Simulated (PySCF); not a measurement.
Heteronuclear NMR

Geometry:
```
atom   x (Å)   y (Å)   z (Å)
  O1   0.578  -0.021   0.410
  O2  -0.573   0.024  -0.422
  H3   1.296   0.019  -0.234
  H4  -1.290  -0.018   0.223
```

PySCF 2.14 calculation with shielding tensors at PBE0/pcSseg-1 (GIAO), geometry: GFN2-xTB and J couplings at B3LYP/pcJ-1; one computed conformer, averaged over atoms made equivalent by symmetry, fast rotation or ring inversion, non-relativistic Hamiltonian, isolated molecule.

Predict the 17O NMR data.

Answers


```json
{"atoms": "O1/O2", "environment": "oxygen bonded to O, H", "σ (ppm)": "132.2", "δ (ppm)": "146.3"}
```

Shieldings were converted by a linear fit to measured shifts: 17O: δ = 266.70 − 0.911σ (rms 10.7 ppm, 155 shifts, 12.2 ppm with the 3 outliers that the fit left out vs liquid water, solution or neat liquid). Occasional misses reach two or three times the rms, and more in compound classes unlike the fitted ones.

Couplings (the largest are listed; each averaged over equivalent pairs; quadrupolar broadening usually hides them): 1J(O1,O2) = 32.6 Hz.

On a 400 MHz spectrometer 17O resonates near 54.2 MHz, so 1 ppm is 54.2 Hz.
